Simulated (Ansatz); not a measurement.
Property card for HCl

Method: DFT PBEsol, scalar-relativistic, plane waves, PAW in Ansatz.

Plane waves to 420 eV, a k mesh through Γ of 16×16×16 on the computed 2-atom cell and Gaussian smearing (0.10 eV); no spin polarisation.

The structure is relaxed at this level of theory with its symmetry kept. Whether it is the stable form of this composition wasn't checked.

```yaml
crystal:
  lattice:
    - [0.00000, 2.22160, 2.22160]
    - [2.22160, 0.00000, 2.22160]
    - [2.22160, 2.22160, 0.00000]
  atoms:
    - { symbol: H, position: [0.00000, 0.00000, 0.00000] }
    - { symbol: Cl, position: [0.50000, 0.50000, 0.50000] }
```

| Property | Result |
| --- | --- |
| Space group | Fm-3m (No. 225) |
| Volume per atom | 10.96 Å³ |
| Formation energy from the elements' standard states (uncorrected) | +0.521 eV/atom |
| Kohn–Sham band gap | none (metal) |
| Density of states at the Fermi level | 0.69 states/eV per cell |
| Löwdin character within 0.5 eV of the Fermi level | Cl 3p 89 %, H 1s 10 % |
| Bulk modulus | 67 GPa |
| Its pressure derivative | 4.4 |
| Bader charges (e) | H (1 in the cell) 0.38, Cl (1 in the cell) -0.38 |

Cost: 6 runs of about 0.39 core-minutes in all, on Arm Neoverse V2 (shared hosts).